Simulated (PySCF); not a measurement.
BH2(SiH3).
Structure used (PBE0-D3(BJ)/def2-SVP), in Å, numbered top down from 1:
```
atom  x, y, z in Å
B1     0.5971    1.0423    0.0095
H2     1.8055    1.0717    0.0095
H3     0.0135    2.0979   -0.0687
Si4   -0.4057   -0.7050    0.0485
H5    -1.7698   -0.5957    0.6540
H6     0.3383   -1.8055    0.7373
H7    -0.5790   -1.1058   -1.3901
```

Theory: TDDFT CAM-B3LYP/def2-SVPD, vertical, gas phase, core orbitals frozen in the response (PySCF 2.14.0, density-fitted response routines).

Transition dipole moments from the ground state, in atomic units and in the frame of the coordinates above (overall signs are arbitrary), for the states with f of 0.002 or more among the lowest 8:

```json
{"state": "S1", "E (eV)": "4.269", "μx": "0.008", "μy": "0.027", "μz": "0.166"}
{"state": "S3", "E (eV)": "6.716", "μx": "-0.138", "μy": "0.078", "μz": "-0.004"}
{"state": "S4", "E (eV)": "6.816", "μx": "-0.297", "μy": "-0.532", "μz": "-0.238"}
{"state": "S5", "E (eV)": "8.038", "μx": "-0.125", "μy": "-0.212", "μz": "0.116"}
{"state": "S6", "E (eV)": "8.373", "μx": "0.186", "μy": "-0.108", "μz": "0.008"}
{"state": "S7", "E (eV)": "8.618", "μx": "0.125", "μy": "0.212", "μz": "-0.069"}
{"state": "S8", "E (eV)": "8.757", "μx": "0.689", "μy": "1.206", "μz": "0.096"}
```

Problem. Work out the oscillator strengths.

Solution. f = (2/3) ΔE |μ|² with ΔE in hartree (27.2114 eV).

```
state  |μ|² (au)  |μ| (D)      f
   S1      0.028     0.43  0.003
   S3      0.025     0.40  0.004
   S4      0.428     1.66  0.071
   S5      0.074     0.69  0.015
   S6      0.046     0.55  0.010
   S7      0.065     0.65  0.014
   S8      1.937     3.54  0.415
```

Problem. The point group is Cs. Which irreducible representation does each state belong to?

Solution. The ground state is totally symmetric, so the direction of μ fixes the label. Polarised normal to the mirror plane, so A″: S3 and S6. Polarised in the mirror plane, so A′: S1, S4, S5, S7 and S8.

Problem. What angle do the transition dipoles of S4 and S7 make?

Solution. |cos θ| = |μa·μb| / (|μa| |μb|) = 0.80, so θ ≈ 37° (taken between 0 and 90°, since the signs are arbitrary).

Problem. How is the summed strength of these states shared among x, y and z?

Solution. (2/3) Σ ΔE μα² gives 0.133 for x, 0.381 for y and 0.018 for z, 0.532 in all.

Problem. What peak molar absorption coefficient would the strongest computed level give as a lone Gaussian band 0.3 eV wide at half height?

Solution. ε(max) = 2.175×10⁸ f / FWHM, with the width in cm⁻¹. S8: 2.175×10⁸ × 0.4155 / 2420 ≈ 37000 L mol⁻¹ cm⁻¹.
